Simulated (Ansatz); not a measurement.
Energy needed to pull apart CH₄BN (SMILES BN=C), closed shell, into free ground-state atoms, from the structure below (at a frame of a short PBE0-D4/def2-SVP trajectory); no zero-point or spin–orbit terms; open-shell atoms are treated unrestricted, in their ground-state multiplicity.

```xyz
7
angstrom
B -1.0381 0.0962 -0.6604
N 0.1113 -0.0307 0.0195
C 1.2041 -0.1830 0.6107
H -1.9397 -0.6765 -0.3898
H -0.7925 0.7940 -1.6423
H 2.0237 -0.9513 0.5144
H 1.5546 0.5432 1.3124
```

Program: Ansatz 0.2.0. Basis: def2-TZVPP. Cores are frozen in the correlated methods.

```json
{"method": "PBE-D4", "atomization energy (kJ/mol)": "?"}
{"method": "r2SCAN-D4", "atomization energy (kJ/mol)": "?"}
{"method": "PBE0-D4", "atomization energy (kJ/mol)": "2652"}
{"method": "wB97M-V", "atomization energy (kJ/mol)": "2647"}
{"method": "HF", "atomization energy (kJ/mol)": "1891"}
{"method": "MP2", "atomization energy (kJ/mol)": "2586"}
{"method": "CCSD", "atomization energy (kJ/mol)": "2506"}
{"method": "CCSD(T)", "atomization energy (kJ/mol)": "2549"}
```

Question: What does r2SCAN-D4 give? (Judge from chemistry; the value comes from the calculation.)

Answer: By the calculation: 2646 kJ/mol, which is about 97 kJ/mol more than CCSD(T)/def2-TZVPP.

Question: What does PBE-D4 give? (Judge from chemistry; the value comes from the calculation.)

Answer: The calculation gives: 2723 kJ/mol, which is about 174 kJ/mol more than CCSD(T)/def2-TZVPP.

In triple zeta the MP2 and coupled-cluster atomization energies are still short of their basis limit by a few kcal/mol a bond, whereas those of the functionals are nearly converged, so these differences are not deviations from converged CCSD(T).

The T1 diagnostic stays at or below 0.017. The restricted Hartree–Fock reference is unstable towards an unrestricted one here.

For scale, one of the runs: CCSD(T)/def2-TZVPP forces, 149 basis functions, launched by `ansatz run in.yaml --threads 2 --pin off --events-out ev --progress --plain --max-ram 3481MiB`. The run took 2.1 min on 2 CPU threads of an Intel Xeon (shared host), with 1.7 GiB of host memory at its peak.
